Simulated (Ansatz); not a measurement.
Ansatz (a quantum-chemistry and plane-wave program) input (CCSD(T)/cc-pCVQZ): A basis named .json is the Basis Set Exchange file of that set (core-valence sets with the plain set on hydrogen).

Ansatz 0.2 input:
```yaml
crystal:
  periodic: [false, false, false]
  atoms:
    - {symbol: Cl, position_ang: [-0.00000000, -0.00000000, -1.00677069]}
    - {symbol: Cl, position_ang: [0.00000000, 0.00000000, 1.00677069]}
basis:
  gaussian:
    orbitals: cc-pCVQZ.json
magnetization: {spin_polarized: false}
correlation: {method: ccsd_t, electrons: outside_noble_gas}
```

Output:

```
Functional definition: HF
integrals: 1.03 GiB planned
1401 factors; integrals over basis functions are off by at most 8.0e-4 eV
mean field: 0.79 GiB planned
mean field evaluation 1: about -25007.0047 eV, gradient 1.5e1 eV
mean field evaluation 2: about -25007.0356 eV, gradient 1.5e1 eV
mean field evaluation 4: about -25007.4887 eV, gradient 1.2e0 eV
mean field evaluation 8: about -25007.4967 eV, gradient 1.1e-5 eV
mean field evaluation 16: about -25007.4518 eV, gradient 1.2e0 eV
mean field -25007.49666529 eV, -919.0085517593 hartree, gradient 4.2e-6 eV, S^2 0.000000; 0 other end points of the search recorded, 0 dependent functions left out
10 core orbitals not correlated
reference -25007.49666529 eV, -919.0085517593 hartree; 7, 7 occupied and 201, 201 virtual orbitals, 1401 factors
second order -11.46924925 eV of doubles, -0.00000000 eV of singles
coupled cluster: 1.61 GiB planned
cycle   1  -11.97291106 eV  change   -5.0e-1 eV  update   6.3e-2
cycle   2  -12.25252590 eV  change   -2.8e-1 eV  update   1.9e-2
cycle   3  -12.29047808 eV  change   -3.8e-2 eV  update   7.2e-3
cycle   4  -12.28662768 eV  change    3.9e-3 eV  update   1.7e-3
cycle   5  -12.28669215 eV  change   -6.4e-5 eV  update   5.1e-4
cycle   6  -12.28660533 eV  change    8.7e-5 eV  update   1.8e-4
cycle   7  -12.28660808 eV  change   -2.8e-6 eV  update   5.3e-5
cycle   8  -12.28663688 eV  change   -2.9e-5 eV  update   1.6e-5
cycle   9  -12.28663440 eV  change    2.5e-6 eV  update   4.3e-6
perturbative correction -0.59757742 eV, -0.0219605651 hartree
Total energy: -25020.38087711 eV, -919.4820378104 hartree
```
